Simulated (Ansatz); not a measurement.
**SiH2F− (SMILES F[SiH2-]) at 6 levels**

Wanted: a comparison of 6 runs (B2PLYP/STO-3G, PBE/STO-3G, UB3LYP/STO-3G, RPA@PBE/STO-3G, UCCSD(T)/STO-3G, FCI/STO-3G) of SiH2F−. 

The calculation is run with Ansatz 0.2.0.

3 further runs of the same task are left out: 2 that didn't finish, 1 set aside as unsound or not needed.

### 1 The structure to begin with

SiH2F−: 4 atoms, total charge -1, spin state singlet. As SMILES, `F[SiH2-]`. The Si2–F1 distance was set to 2.583 Å, away from the relaxed value. At this shape a bond of the SMILES string is far longer than usual.

Bond lengths: Si2–H3 1.529 Å, Si2–H4 1.529 Å. Angles: H3–Si2–H4 99.3°. A long bond or contact: F1–Si2 2.583 Å.

### 2 The energy at B2PLYP/STO-3G (run 1)

File in.yaml:

```yaml
crystal:
  periodic: [false, false, false]
  atoms:
    - symbol: F
      position_ang: [1.893357, 1.232076, -0.355770]
    - symbol: Si
      position_ang: [-0.114010, -0.391590, -0.440070]
    - symbol: H
      position_ang: [-1.185360, 0.658330, -0.143280]
    - symbol: H
      position_ang: [0.075140, -0.957590, 0.967210]
basis:
  gaussian: {orbitals: STO-3G}
total_charge: -1
hamiltonian: {xc: {name: B2PLYP}}
correlation: {frozen_orbitals: {F: 1, H: 0, Si: 5}}
accuracy: high
```

Started as:

```sh
ansatz run in.yaml --threads 1 --pin off --max-ram 2610MiB --events-out events.jsonl --progress --plain --runs-dir runs
```

The program printed:

```text
Warning: RAYON_NUM_THREADS=1 ignored (pool sized by the plan → 1); use --threads N
Functional definition: B2PLYP
  name "B2PLYP"
  parameter a = 0.53
  parameter c = 0.27
  exchange = (1 - a)*b88_x + a*exact_x
  correlation = (1 - c)*lyp_c + c*(mp2_os + mp2_ss)
255 factors; integrals over basis functions are off by at most 1.7e-8 eV
mean field evaluation 1: about -10478.3151 eV, gradient 1.2e1 eV
mean field evaluation 2: about -10478.3113 eV, gradient 1.2e1 eV
mean field evaluation 4: about -10479.1580 eV, gradient 8.3e-1 eV
mean field evaluation 8: about -10479.1608 eV, gradient 8.4e-3 eV
mean field evaluation 16: about -10479.1608 eV, gradient 7.9e-8 eV
mean field -10479.16082094 eV, -385.1020571391 hartree, gradient 7.9e-8 eV, S^2 0.000000; 0 other end points of the search recorded, 0 dependent functions left out; unrestricted orbitals would lower it
6 core orbitals not correlated: weight in the atoms' cores, before any rotation towards them, 1.000 or more for the frozen orbitals, at most 0.000 for the correlated occupied ones
reference -10479.16083617 eV, -385.1020576990 hartree; 7, 7 occupied and 3, 3 virtual orbitals, 255 factors
second order -3.20295446 eV of doubles, -0.00000000 eV of singles
Total energy: -10480.02563388 eV, -385.1338384285 hartree
```

Wall time 0.82 s (1 thread of Arm Neoverse V2, shared host); peak memory 0.091 GiB.

### 3 A single-point energy at PBE/STO-3G (run 2)

File job.yaml:

```yaml
crystal:
  periodic: [false, false, false]
  atoms:
    - {symbol: F, position_ang: [1.893357, 1.232076, -0.355770]}
    - {symbol: Si, position_ang: [-0.114010, -0.391590, -0.440070]}
    - {symbol: H, position_ang: [-1.185360, 0.658330, -0.143280]}
    - {symbol: H, position_ang: [0.075140, -0.957590, 0.967210]}
basis:
  gaussian: {orbitals: STO-3G}
total_charge: -1
hamiltonian: {xc: pbe}
accuracy: high
```

Started as:

```sh
ansatz run job.yaml --threads 1 --pin off --max-ram 2610MiB --events-out events.jsonl --progress --plain --runs-dir runs
```

The program printed:

```text
Warning: RAYON_NUM_THREADS=1 ignored (pool sized by the plan → 1); use --threads N
Functional definition: PBE
  name "PBE"
  parameter kappa = 0.804
  parameter beta = 0.06672455060314922
  exchange = pbe_x(kappa = kappa, mu = beta*pi^2/3)
  correlation = pbe_c(beta = beta)
255 factors; integrals over basis functions are off by at most 1.7e-8 eV
mean field evaluation 1: about -10468.4649 eV, gradient 4.3e1 eV
mean field evaluation 2: about -10471.5425 eV, gradient 2.0e1 eV
mean field evaluation 4: about -10460.6816 eV, gradient 4.7e1 eV
mean field evaluation 8: about -10479.5639 eV, gradient 1.2e1 eV
mean field evaluation 16: about -10480.4722 eV, gradient 1.9e-7 eV
mean field -10480.47220005 eV, -385.1502494326 hartree, gradient 3.8e-9 eV, S^2 0.000000; 0 other end points of the search recorded, 0 dependent functions left out
reference -10480.47220155 eV, -385.1502494879 hartree; 13, 13 occupied and 3, 3 virtual orbitals, 255 factors
Total energy: -10480.47220155 eV, -385.1502494879 hartree
```

It took 0.72 s on 1 thread of Arm Neoverse V2, shared host.

Runs 3 to 5 aren't shown in full; the table further down has their settings and results.

### 4 The energy at FCI/STO-3G (run 6)

Edit job.yaml of step 3 so:

```diff
@@ -8,5 +8,8 @@
 basis:
-  gaussian: {orbitals: STO-3G}
+  gaussian:
+    orbitals: STO-3G
 total_charge: -1
-hamiltonian: {xc: pbe}
+correlation:
+  method: fci
+  frozen_orbitals: {F: 1, H: 0, Si: 5}
 accuracy: high
```

Started as:

```sh
ansatz run job.yaml --threads 1 --pin off --max-ram 2610MiB --events-out events.jsonl --progress --plain --runs-dir runs
```

The program printed, cut to the lines that bear on the results:

```text
Warning: RAYON_NUM_THREADS=1 ignored (pool sized by the plan → 1); use --threads N
Functional definition: HF
  name "HF"
[...]
255 factors; integrals over basis functions are off by at most 1.7e-8 eV
[...]
mean field -10460.59519526 eV, -384.4197829796 hartree, gradient 8.2e-8 eV, S^2 0.000000; 1 other end points of the search recorded, 0 dependent functions left out; unrestricted orbitals would lower it
unrestricted determinant -10461.88182707 eV, -384.4670658267 hartree, S^2 0.7931
6 core orbitals not correlated: weight in the atoms' cores, before any rotation towards them, 1.000 or more for the frozen orbitals, at most 0.000 for the correlated occupied ones
reference -10460.59519526 eV, -384.4197829796 hartree; 7, 7 occupied and 3, 3 virtual orbitals, 255 factors
state -10463.59612498 eV, -384.5300651128 hartree
Total energy: -10463.59612498 eV, -384.5300651128 hartree
```

Wall time 0.24 s (1 thread of Arm Neoverse V2, shared host).

### 5 Overview of the runs

| run | level | frozen core orbitals | energy (Eh) | wall time |
| --- | --- | --- | --- | --- |
| 1 | B2PLYP/STO-3G | 6 | -385.133838 | 0.82 s |
| 2 | PBE/STO-3G | – | -385.150249 | 0.72 s |
| 3 | UB3LYP/STO-3G | – | -385.408675 | 2.2 s |
| 4 | RPA@PBE/STO-3G | 6 | -384.592952 | 1.1 s |
| 5 | UCCSD(T)/STO-3G | 6 | -384.529567 | 0.3 s |
| 6 | FCI/STO-3G | 6 | -384.530065 | 0.24 s |

### 6 Results

| quantity | value |
| --- | --- |
| run 6: total energy | -384.53007 Eh |
| run 6: correlation energy (6 core orbitals frozen) | -110.3 mEh |

Against full CI in this basis: UCCSD(T) +0.5 mEh. Totals of different functionals can't be ranked against each other. In run 1 the log says that unrestricted orbitals would lower the reference, so the values rest on an unstable closed-shell determinant (other closed-shell runs at this shape may share the fault). In runs 1, 2, 3, 4, 5, 6 the basis is minimal, so the values are rough. Spin contamination of the reference: run 5 ⟨S²⟩ = 0.79, run 3 ⟨S²⟩ = 0.22. Where it is this large, the reference is a mixture of spin states, and values that rest on it are in doubt. All runs together took 5.4 s, the longest 2.2 s.
